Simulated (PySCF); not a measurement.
# SiB⁺: frontier orbitals

PBE0 at R = 2.099 Å; PySCF, no relativity, basis sets Si def2-TZVP, B def2-TZVP. State: ³Π (triplet), unpaired electrons σ ↑, π ↑. Only the outer orbitals are listed, counted within each symmetry.

```json
{"spin": "α", "orbital": "5σ", "occ.": "1", "ε (eV)": "-21.85", "on Si (%)": "63", "main shells (%)": "56 Si s, 30 B s"}
{"spin": "α", "orbital": "6σ", "occ.": "1", "ε (eV)": "-17.04", "on Si (%)": "46", "main shells (%)": "50 B s, 36 Si s, 9 Si p"}
{"spin": "α", "orbital": "7σ", "occ.": "1", "ε (eV)": "-13.51", "on Si (%)": "42", "main shells (%)": "49 B p, 35 Si p, 9 B s"}
{"spin": "α", "orbital": "2π", "occ.": "1", "ε (eV)": "-13.23", "on Si (%)": "59", "main shells (%)": "56 Si p, 40 B p"}
{"spin": "α", "orbital": "2π", "occ.": "0", "ε (eV)": "-10.96", "on Si (%)": "61", "main shells (%)": "59 Si p, 38 B p"}
{"spin": "α", "orbital": "3π", "occ.": "0", "ε (eV)": "-8.57", "on Si (%)": "47", "main shells (%)": "53 B p, 43 Si p"}
{"spin": "α", "orbital": "3π", "occ.": "0", "ε (eV)": "-7.95", "on Si (%)": "44", "main shells (%)": "56 B p, 40 Si p"}
{"spin": "β", "orbital": "5σ", "occ.": "1", "ε (eV)": "-20.50", "on Si (%)": "64", "main shells (%)": "58 Si s, 28 B s"}
{"spin": "β", "orbital": "6σ", "occ.": "1", "ε (eV)": "-15.41", "on Si (%)": "59", "main shells (%)": "41 B s, 39 Si s, 18 Si p"}
{"spin": "β", "orbital": "2π", "occ.": "0", "ε (eV)": "-10.53", "on Si (%)": "65", "main shells (%)": "64 Si p, 33 B p"}
{"spin": "β", "orbital": "2π", "occ.": "0", "ε (eV)": "-9.76", "on Si (%)": "65", "main shells (%)": "64 Si p, 33 B p"}
{"spin": "β", "orbital": "7σ", "occ.": "0", "ε (eV)": "-9.22", "on Si (%)": "30", "main shells (%)": "36 B p, 33 B s, 31 Si p"}
```

**Question.** Which are the highest filled and the lowest empty level, where do they sit, and how wide is the gap?

**Answer.** Highest filled α 2π at -13.23 eV (in %: 56 Si p, 40 B p); lowest empty α 2π at -10.96 eV (in %: 59 Si p, 38 B p); the gap at PBE0 is 2.27 eV. Both belong to one degenerate shell, split only by its one-sided filling, so this is no excitation gap.

| Property | Result |
| --- | --- |
| bond order (Mayer) | 1.32 |
| ⟨S²⟩ | 2.006 |
| charge on Si (Mulliken, basis-dependent) | 0.66 |
| charge on Si (Löwdin, basis-dependent) | 0.85 |
| dipole moment (positive dipole points towards B; it is taken about the centre of mass and depends on that origin) | 0.57 D |
| polarisability along the bond | 60.9 bohr³ |
| polarisability across the bond | 37.0 bohr³ |

The state is the lowest determinant that a PBE0 search found; another state may lie lower at other levels.
